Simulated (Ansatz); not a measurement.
BH2ClO (SMILES OBCl): methods side by side

BH2ClO has 5 atoms, charge 0, and is taken as a singlet. SMILES: `OBCl`. The shape was relaxed beforehand at B3LYP/def2-SVP. This is one conformer, not always the lowest.

```xyz
5

O    -0.8622   -0.6203   -0.0035
B     0.3798   -0.1359    0.1371
Cl    0.7927    1.5090   -0.3995
H    -1.4861   -0.0013   -0.4096
H     1.2257   -0.8252    0.6341
```

Each level gives the dissociation energy of the H5–B2 bond into doublet H and doublet BHClO (shapes relaxed at B3LYP/def2-SVP, no zero-point term) (eV). The values are calculated.

| level | kind | program | value (eV) | CPU time (all runs) |
| --- | --- | --- | --- | --- |
| HF/def2-TZVPP | Hartree–Fock | Ansatz | 3.90 | 2 s |
| PBE/def2-TZVPP | GGA | Ansatz | 4.62 | 3.7 s |
| r2SCAN/def2-TZVPP | meta-GGA | Ansatz | 4.62 | 8.4 s |
| B3LYP/def2-TZVPP | global hybrid | Ansatz | 4.80 | 4.7 s |
| PBE0-D4/def2-TZVPP | global hybrid | Ansatz | 4.67 | 4.7 s |
| wB97M-V/def2-TZVPP | range-separated hybrid | Ansatz | 4.93 | 16 s |

The values span 3.90 to 4.93 eV. Hartree–Fock misses the correlation of the electron pair that is broken and comes out low. Measured bond enthalpies also hold zero-point and thermal terms, a few tenths of an eV less. Times are those of the runs behind each value, whatever else they computed, on shared processors of several kinds: orders of magnitude only.
